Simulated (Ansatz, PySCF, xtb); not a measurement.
Acid–base and redox partners of C=CC#N. Isolated molecules, 0 K electronic values unless said otherwise. Strings in code marks are SMILES.

Quantity: gas-phase deprotonation enthalpy at 298 K, in kJ/mol. The restricted reference of `C=CC#N` and `C=[C-]C#N` is unstable towards unrestricted orbitals. Thermal and zero-point terms are GFN2-xTB rigid-rotor harmonic values (xtb). Levels without diffuse functions put anions too high.

Level 1: frozen-core MP2/aug-cc-pVTZ // PBE0-D4/def2-TZVPD (Ansatz, a program for electronic structure)
Level 2: M06-2X/6-31G* // PBE0-D4/def2-TZVPD (PySCF)
Level 3: PBE/6-31G* // PBE0-D4/def2-TZVPD (PySCF)
Level 4: HF/6-31G* // PBE0-D4/def2-TZVPD (PySCF)

```
species                                                              level 1  level 2  level 3  level 4
-------------------------------------------------------------------  -------  -------  -------  -------
proton removed from C1: `[H]/[C-]=C\C#N` (not the most acidic site)   1598.7   1650.1   1651.9   1661.6
proton removed from C2: `[C-](=C)C#N`                                 1555.2   1605.5   1598.9   1634.9
```
